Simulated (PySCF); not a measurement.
**BO⁺: frontier orbitals**

PBEsol at R = 1.196 Å; PySCF, no relativity, basis sets B cc-pVDZ, O cc-pVDZ. State: ¹Σ⁺ (singlet), closed shell. Only the outer orbitals are listed, counted within each symmetry.

| orbital | occ. | ε (eV) | on B (%) | main shells (%) |
| --- | --- | --- | --- | --- |
| 3σ | 2 | -34.79 | 30 | 65 O s, 14 B p, 14 B s |
| 4σ | 2 | -19.97 | 24 | 57 O p, 22 B s, 19 O s |
| 1π | 2 | -18.48 | 31 | 69 O p, 29 B p |
| 1π | 2 | -18.48 | 31 | 69 O p, 29 B p |
| 5σ | 0 | -17.00 | 89 | 48 B s, 40 B p, 10 O p |
| 2π | 0 | -10.05 | 75 | 72 B p, 25 O p |
| 2π | 0 | -10.05 | 75 | 72 B p, 25 O p |

Problem. Which are the highest filled and the lowest empty level, where do they sit, and how wide is the gap?

Solution. Highest filled 1π at -18.48 eV (in %: 69 O p, 29 B p); lowest empty 5σ at -17.00 eV (in %: 48 B s, 40 B p, 10 O p); the gap at PBEsol is 1.48 eV.

The bond order (Mayer) is 2.96 and the ⟨S²⟩ is 0.000. The charge on B (Mulliken, basis-dependent) is 0.68 and the charge on B (Löwdin, basis-dependent) is 0.94. The dipole moment (positive dipole points towards O; it is taken about the centre of mass and depends on that origin) is -5.36 D.
